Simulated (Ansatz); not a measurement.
Born–Oppenheimer molecular dynamics of CH$_{6}$OSi (9 atoms, charge 0, multiplicity 1). It starts from a relaxed structure.

Computed with Ansatz 0.2.0, RKS B3LYP/STO-3G.

- ensemble: NVE (velocity Verlet)
- time step: 0.5 fs
- steps asked: 300
- starting velocities drawn for: 300 K
- seed: 894792

First frame:

```xyz
9
Properties=species:S:1:pos:R:3
O -1.275 -0.215 -1.104
C -0.092 0.467 -0.540
Si 0.516 -0.506 0.971
H -1.507 0.394 -1.901
H -0.331 1.512 -0.238
H 0.728 0.543 -1.288
H -0.507 -0.546 1.988
H 1.685 0.157 1.504
H 0.871 -1.853 0.592
```

**Question.** How far do the bonds stretch over the last three quarters of this one trajectory? (Pairs bonded in most of those frames.)

**Answer.** 
```tsv
bond	mean (Å)	spread (Å)	shortest	longest
O1–C2	1.482	0.022	1.44	1.52
O1–H4	1.030	0.007	1.02	1.04
C2–Si3	1.899	0.020	1.85	1.94
C2–H5	1.113	0.016	1.08	1.14
C2–H6	1.114	0.011	1.09	1.13
Si3–H7	1.445	0.015	1.42	1.47
Si3–H8	1.445	0.011	1.43	1.46
Si3–H9	1.445	0.017	1.42	1.47
```

Mean temperature of the second half: 144 K. The conserved energy stayed within 0.12 meV per atom of its start (net change 0.074 meV per atom), so the integration is sound. The temperature averaged 0.48 of the 300 K drawn at the start: a run that starts near a minimum puts about half its kinetic energy into the potential. A run of 0.15 ps of so small a system gives no equilibrium averages. Limits of this set-up: minimal basis.

Run time: 4.1 min on 1 thread of Arm Neoverse V1 (shared host), peak memory 0.071 GiB.
